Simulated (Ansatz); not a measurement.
# C4H9FO: basis-set convergence

One table from this session's results is given with a row withheld; the runs are named, their logs left out.

Program: Ansatz 0.2.0, Gaussian basis. Level of theory: one geometry, several basis sets. These are calculated values, not measurements.

Plan: PBE0-D4/def2-SVP; ωB97M-V/def2-SVP; PBE0-D4/def2-QZVPP; ωB97M-V/def2-QZVPP; the functionals' def2-TZVPP values are taken from earlier runs.

## The relaxed structure

All runs share one geometry, relaxed beforehand with PBE0-D4 in a triple-zeta def2 set.

15 atoms, charge 0, spin multiplicity 1.

Atoms are counted from 1 here; the program's logs count them from 0.

Bond lengths: C1–C2 1.506 Å, C1–H7 1.092 Å, C1–H8 1.092 Å, C1–H9 1.092 Å, C2–O3 1.408 Å, C2–H10 1.101 Å, C2–H11 1.101 Å, O3–C4 1.399 Å, C4–C5 1.510 Å, C4–H12 1.100 Å, C4–H13 1.100 Å, C5–F6 1.381 Å, C5–H14 1.093 Å, C5–H15 1.093 Å. Angles: C2–C1–H7 110.3°, C2–C1–H8 110.6°, C2–C1–H9 110.6°, H7–C1–H8 108.5°, H7–C1–H9 108.5°, H8–C1–H9 108.3°, C1–C2–O3 108.8°, C1–C2–H10 110.7°, C1–C2–H11 110.7°, O3–C2–H10 109.7°, O3–C2–H11 109.7°, H10–C2–H11 107.1°, C2–O3–C4 112.9°, O3–C4–C5 107.3°, O3–C4–H12 111.2°, O3–C4–H13 111.2°, C5–C4–H12 109.7°, C5–C4–H13 109.7° and more.

As a file:

```
C    -1.30278   -0.53113    1.97386
C    -1.13831   -0.28267    0.49716
O     0.21460    0.00257    0.23218
C     0.46411    0.24721   -1.12228
C     1.93918    0.53605   -1.26211
F     2.22722    0.78072   -2.59049
H    -2.34599   -0.75510    2.20616
H    -1.00208    0.34763    2.54740
H    -0.68891   -1.37575    2.29227
H    -1.45274   -1.16363   -0.08302
H    -1.76638    0.56079    0.17210
H     0.19627   -0.62277   -1.74046
H    -0.11864    1.10674   -1.48609
H     2.21842    1.41711   -0.67815
H     2.53412   -0.31865   -0.92923
```

The first run:

File in.yaml:

```yaml
crystal:
  periodic: [false, false, false]
  atoms:
    - {symbol: C, position_ang: [-1.302775, -0.531130, 1.973865]}
    - {symbol: C, position_ang: [-1.138309, -0.282671, 0.497162]}
    - {symbol: O, position_ang: [0.214602, 0.002566, 0.232177]}
    - {symbol: C, position_ang: [0.464107, 0.247207, -1.122283]}
    - {symbol: C, position_ang: [1.939181, 0.536049, -1.262114]}
    - {symbol: F, position_ang: [2.227218, 0.780717, -2.590491]}
    - {symbol: H, position_ang: [-2.345991, -0.755102, 2.206160]}
    - {symbol: H, position_ang: [-1.002077, 0.347628, 2.547404]}
    - {symbol: H, position_ang: [-0.688912, -1.375752, 2.292273]}
    - {symbol: H, position_ang: [-1.452737, -1.163634, -0.083020]}
    - {symbol: H, position_ang: [-1.766380, 0.560788, 0.172102]}
    - {symbol: H, position_ang: [0.196268, -0.622772, -1.740465]}
    - {symbol: H, position_ang: [-0.118638, 1.106740, -1.486090]}
    - {symbol: H, position_ang: [2.218419, 1.417113, -0.678149]}
    - {symbol: H, position_ang: [2.534122, -0.318649, -0.929231]}
basis:
  gaussian: {orbitals: def2-SVP}
hamiltonian: {xc: pbe0, dispersion: d4}
output: {orbitals: {seedname: orbitals}}
```

The run is started by

```bash
$ ansatz run in.yaml --threads 4 --pin off --events-out ev --progress --plain --max-ram 11315MiB
```

Among the steps run: PBE0-D4 in def2-SVP; ωB97M-V in def2-SVP; PBE0-D4 in def2-QZVPP; ωB97M-V in def2-QZVPP.

One of the session's tables, all rows but one given; the rest of the session is left out.

It belongs to the step «Functionals by basis». 

```
functional       basis  HOMO (eV)  LUMO (eV)
   PBE0-D4    def2-SVP          ?          ?
   PBE0-D4  def2-TZVPP      -7.67       1.18
   PBE0-D4  def2-QZVPP      -7.70       0.72
   ωB97M-V    def2-SVP      -9.96       3.48
   ωB97M-V  def2-TZVPP     -10.10       2.63
   ωB97M-V  def2-QZVPP     -10.14       1.87
```

Estimate the missing values for PBE0-D4, def2-SVP.

As computed: HOMO (eV): -7.54; LUMO (eV): 1.79. In the column «HOMO (eV)» it is the highest.
